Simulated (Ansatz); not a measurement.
# C4H4O2: a ladder of functionals and wavefunction methods

An exercise on one series of results from a longer session: the logs are not shown, and one member is left open.

Computed with Ansatz 0.2.0, Gaussian basis. Level: functionals in def2-TZVPP, the program's frozen cores in correlated methods.

Plan: PBE-D4, r2SCAN-D4, PBE0-D4, B3LYP-D4, ωB97X-V, ωB97M-V, B2PLYP; CCSD(T)/def2-TZVPP; MP2/def2-QZVPP; extrapolation to the limit.

## The geometry

An earlier PBE0-D4 in a triple-zeta def2 set relaxation fixed the geometry.

SMILES `C#CCC(=O)O`, 10 atoms, charge 0, spin multiplicity 1.

Atoms are counted from 1 here; the program's logs count them from 0.

Bond lengths: C1–C2 1.199 Å, C1–H7 1.064 Å, C2–C3 1.448 Å, C3–C4 1.515 Å, C3–H8 1.094 Å, C3–H9 1.095 Å, C4–O5 1.199 Å, C4–O6 1.334 Å, O6–H10 0.968 Å. Angles: C2–C1–H7 179.4°, C1–C2–C3 178.7°, C2–C3–C4 117.3°, C2–C3–H8 110.8°, C2–C3–H9 110.4°, C4–C3–H8 106.2°, C4–C3–H9 105.9°, H8–C3–H9 105.5°, C3–C4–O5 122.6°, C3–C4–O6 113.8°, O5–C4–O6 123.6°, C4–O6–H10 106.5°.

Set-up of the first run:

File in.yaml:

```yaml
crystal:
  periodic: [false, false, false]
  atoms:
    - {symbol: C, position_ang: [1.374682, -1.873417, -0.237477]}
    - {symbol: C, position_ang: [0.467008, -1.153506, 0.069583]}
    - {symbol: C, position_ang: [-0.646512, -0.310425, 0.453385]}
    - {symbol: C, position_ang: [-0.622644, 1.128768, -0.018536]}
    - {symbol: O, position_ang: [-1.544008, 1.878287, 0.148431]}
    - {symbol: O, position_ang: [0.516124, 1.481022, -0.617814]}
    - {symbol: H, position_ang: [2.185837, -2.504018, -0.514815]}
    - {symbol: H, position_ang: [-1.592034, -0.731525, 0.099565]}
    - {symbol: H, position_ang: [-0.734303, -0.267321, 1.544440]}
    - {symbol: H, position_ang: [0.421151, 2.412635, -0.863463]}
basis:
  gaussian: {orbitals: def2-TZVPP}
hamiltonian: {xc: pbe, dispersion: d4}
output: {forces: true, orbitals: {seedname: orbitals}}
```

The run is started by

```
$ ansatz run in.yaml --threads 4 --pin off --events-out ev --progress --plain --max-ram 10444MiB
```

Steps of the session up to this table: PBE-D4 (GGA); r2SCAN-D4 (meta-GGA); PBE0-D4 (hybrid); B3LYP-D4 (hybrid); ωB97X-V (range-separated); ωB97M-V (range-separated); B2PLYP (double hybrid); CCSD(T) in def2-TZVPP; MP2 in def2-QZVPP.

One of the session's tables, all rows but one given; the rest of the session is left out.

It belongs to the step «Atomisation energies». 

```
            method  atoms, summed (eV)  atomisation energy (kJ/mol)
            PBE-D4           -8250.538                       4728.3
         r2SCAN-D4           -8257.258                       4561.4
           PBE0-D4           -8252.202                       4578.5
          B3LYP-D4           -8262.440                       4531.2
           ωB97X-V           -8259.341                       4533.4
           ωB97M-V           -8259.100                       4552.1
            B2PLYP           -8256.109                       4503.2
     HF/def2-TZVPP           -8228.734                       3159.3
    MP2/def2-TZVPP           -8243.640                       4565.1
   CCSD/def2-TZVPP                   ?                            ?
CCSD(T)/def2-TZVPP           -8247.141                       4404.2
           MP2/CBS           -8246.457                       4689.3
       CCSD(T)/CBS           -8249.958                       4528.4
```

**Question.** Estimate the row for CCSD/def2-TZVPP.

The run gave: atoms, summed (eV): -8246.765; atomisation energy (kJ/mol): 4307.2. In the column «atoms, summed (eV)» it lies between CCSD(T)/def2-TZVPP (-8247.141) and MP2/CBS (-8246.457).
